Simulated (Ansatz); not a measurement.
The same path of CH3AlN (6 atoms, charge 0, multiplicity 2) was run 3 times with different band settings.

Method: UKS PBE0-D4/def2-SVP (Ansatz 0.2.0).

Relaxed end points:

```xyz
6
Properties=species:S:1:pos:R:3
C -0.862 -0.174 -0.760
N 0.147 0.111 -0.080
Al 1.611 0.608 0.756
H -0.917 -1.077 -1.405
H -1.779 0.454 -0.765
H 1.799 0.077 2.254
```

```xyz
6
Properties=species:S:1:pos:R:3
C -0.843 -0.150 -0.786
N -0.045 -0.088 0.174
Al 0.976 -0.097 1.605
H -0.796 -0.951 -1.554
H -1.654 0.593 -0.941
H 2.363 0.694 1.502
```

Common settings: movable images 7; climbing image yes; spring 5.0 eV/Å²; start path through a guess of the saddle point; iteration limit 60; end points relaxed.

| run | optimiser | force threshold |
| --- | --- | --- |
| 1 | quadratic models (default) | 0.05 eV/Å |
| 2 | quadratic models (default) | 0.2 eV/Å |
| 3 | fire | 0.05 eV/Å |

(1) What does each run give, and how far can it be trusted?

Answers

(1) Run 1: converged after 35 iterations, highest image 0.307 eV above the first end. A vibrational analysis at the climbing image gives one clearly imaginary mode, 324i cm⁻¹: a first-order saddle point.
Run 2: converged after 27 iterations, highest image 0.330 eV above the first end. The threshold of 0.2 eV/Å is loose, so the images may lie well off the minimum-energy path. The order of the stationary point at the top wasn't checked.
Run 3: not converged after 60 iterations, highest image 0.954 eV above the first end. The band didn't meet its force threshold, so its energies are provisional: the largest band force was still 0.06 eV/Å, and over the last iterations the top stayed at 0.95 eV.
